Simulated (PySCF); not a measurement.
Gas-phase reaction: 4 CH3SiH2 → 3 SiH2 + C4H10 (n-butane) + SiH4

Energies from PySCF (xtb for GFN2), thermal terms from the rigid-rotor harmonic-oscillator model, ideal gas at 1 bar. S°(298 K) at PBE0/def2-TZVP differs from the NASA 1993 table for C4H10 (n-butane) (-9 J/mol/K); whether the harmonic model or the table's entry is off was not settled. † marks an energy on the PBE0/def2-TZVP geometry and frequencies; other levels use their own. 6-31G* has spherical d functions here. Open shells (unrestricted): CH3SiH2 (multiplicity 2); the rest are closed-shell singlets. GFN2 has no spin-polarisation term. B3LYP is the form with VWN-RPA correlation. CH3SiH2: computed as isolated molecules; such fragments, hydroxides, amides, oligomers or adducts are transient or little studied in the gas. The harmonic model lacks anharmonicity and excited electronic states, which grow with temperature; levels with a mode under 35 cm⁻¹ are left out. Internal rotation in CH3SiH2, C4H10 (n-butane) is treated as a harmonic vibration of one conformer, which makes the entropy rough.

```json
[
 {"level": "B3LYP/6-31G*", "ΔE electronic, kJ": "140", "ΔH°(298 K), kJ": "126", "ΔS°(298 K), J/K": "55", "ΔG°(2500 K), kJ": "41"},
 {"level": "B3LYP/def2-TZVP†", "ΔE electronic, kJ": "164", "ΔH°(298 K), kJ": "150", "ΔS°(298 K), J/K": "56", "ΔG°(2500 K), kJ": "65"},
 {"level": "BLYP/def2-TZVP†", "ΔE electronic, kJ": "150", "ΔH°(298 K), kJ": "137", "ΔS°(298 K), J/K": "56", "ΔG°(2500 K), kJ": "51"},
 {"level": "GFN2-xTB", "ΔE electronic, kJ": "-152", "ΔH°(298 K), kJ": "-168", "ΔS°(298 K), J/K": "45", "ΔG°(2500 K), kJ": "-231"},
 {"level": "M06-2X/def2-TZVP†", "ΔE electronic, kJ": "182", "ΔH°(298 K), kJ": "169", "ΔS°(298 K), J/K": "56", "ΔG°(2500 K), kJ": "83"},
 {"level": "PBE/def2-SVP", "ΔE electronic, kJ": "193", "ΔH°(298 K), kJ": "180", "ΔS°(298 K), J/K": "54", "ΔG°(2500 K), kJ": "100"},
 {"level": "PBE0/def2-SVP†", "ΔE electronic, kJ": "208", "ΔH°(298 K), kJ": "194", "ΔS°(298 K), J/K": "56", "ΔG°(2500 K), kJ": "109"},
 {"level": "PBE0/def2-TZVP", "ΔE electronic, kJ": "227", "ΔH°(298 K), kJ": "214", "ΔS°(298 K), J/K": "56", "ΔG°(2500 K), kJ": "128"},
 {"level": "LDA/def2-TZVP†", "ΔE electronic, kJ": "209", "ΔH°(298 K), kJ": "196", "ΔS°(298 K), J/K": "56", "ΔG°(2500 K), kJ": "110"},
 {"level": "ωB97M-V/def2-TZVP†", "ΔE electronic, kJ": "128", "ΔH°(298 K), kJ": "115", "ΔS°(298 K), J/K": "56", "ΔG°(2500 K), kJ": "29"},
 {"level": "ωB97X-V/def2-TZVP†", "ΔE electronic, kJ": "167", "ΔH°(298 K), kJ": "154", "ΔS°(298 K), J/K": "56", "ΔG°(2500 K), kJ": "68"}
]
```
ΔH° is lowest at GFN2-xTB and highest at PBE0/def2-TZVP. No reference value is set beside these.
